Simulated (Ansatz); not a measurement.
CH₅AlSi, SMILES `[CH2]1[AlH][SiH2]1`, relaxed with RKS PBE-D4/def2-SVP in the Gaussian-basis code of Ansatz from a rough embedded geometry. The force threshold is 0.03 eV/Å; the program also tests the step.

Charge 0, multiplicity 1.

Start:

```xyz
8

C    -0.216   -0.059    0.934
Al   -0.631    1.166   -0.542
Si    0.877   -0.676   -0.323
H     0.275    0.415    1.764
H    -1.063   -0.719    1.274
H    -1.805    1.837   -1.422
H     0.349   -1.774   -1.245
H     2.215   -0.191   -0.441
```

(1) How much energy does the relaxation release, and in how many steps? (Best estimate.)

(2) Which bonds change most? (Best estimate.)

(3) Give the relaxed structure. (An estimate is asked.)

## Answers

(1) Ansatz gave: 0.92 eV, in 7 steps, 1 of them rejected.

(2) The calculation gave: C1–Si3 from 1.776 to 1.955 Å; Si3–H8 from 1.428 to 1.507 Å; Al2–Si3 from 2.391 to 2.352 Å; C1–H4 from 1.075 to 1.112 Å.

(3) Ansatz gave: 
```xyz
8

C    -0.330   -0.024    0.868
Al   -0.825    1.063   -0.702
Si    0.862   -0.572   -0.581
H     0.185    0.516    1.692
H    -0.979   -0.807    1.311
H    -1.857    2.181   -1.187
H     0.605   -1.979   -1.059
H     2.338   -0.377   -0.343
```
